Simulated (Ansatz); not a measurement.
TaBeBi3: from a trial structure to a relaxed crystal

These are results of DFT PBE, scalar-relativistic, plane waves, PAW in Ansatz 0.2.0, not measurements. Cutoff 420 eV, Γ-centred k mesh, Gaussian smearing, no spin polarisation in the final step.

TaBeBi3 was placed on the cubic perovskite structure type (Pm-3m, No. 221), with Ta in place of Sr, Be in place of Ti, Bi in place of O, at a guessed volume.

```yaml
crystal:
  lattice:
    - [4.79835, 0.00000, 0.00000]
    - [0.00000, 4.79835, 0.00000]
    - [0.00000, 0.00000, 4.79835]
  atoms:
    - { symbol: Ta, position: [0.00000, 0.00000, 0.00000] }
    - { symbol: Be, position: [0.50000, 0.50000, 0.50000] }
    - { symbol: Bi, position: [0.00000, 0.50000, 0.50000] }
    - { symbol: Bi, position: [0.50000, 0.00000, 0.50000] }
    - { symbol: Bi, position: [0.50000, 0.50000, 0.00000] }
```

Cell and atoms relax at zero pressure; the relaxation can't lower the symmetry of the start. After a coarse first stage the cell is made exact in the group found at 0.06 Å.

The zero of energy is the elements' standard structures at the same level; no fitted shifts are applied.

(1) Which crystal results?

(2) What are its volume, energy, density and gap?

Results:

(1) It keeps Pm-3m (No. 221). The result still has the cubic perovskite structure. Conventional cell: a = 5.015 Å. Ta is coordinated by 12 Bi at 3.55 Å; Be has 6 Bi at 2.51 Å; Bi is coordinated by 2 Be at 2.51 Å.

```
Ta Be Bi
1.0
     5.01504    0.00000    0.00000
     0.00000    5.01504    0.00000
     0.00000    0.00000    5.01504
Ta Be Bi
1 1 3
Direct
  0.00000 0.00000 0.00000
  0.50000 0.50000 0.50000
  0.00000 0.50000 0.50000
  0.50000 0.00000 0.50000
  0.50000 0.50000 0.00000
```

(2) The volume per atom is 25.23 Å³, the density is 10.75 g/cm³ and the energy over the elements is 1.13 eV/atom. The gap on the 8×8×8 mesh is 0 eV (a metal).

The final run used a 8×8×8 mesh on its 5-atom cell and 0.10 eV smearing. The k mesh leaves about 4 meV/atom of noise in metals. Spin–orbit coupling is left out. Symmetry constrained the relaxation, so the result can be a saddle point.

Cost: 3 runs of about 0.62 core-minutes in all, on Oxide Virtual Turin-like Processor (Zen 5) (shared hosts).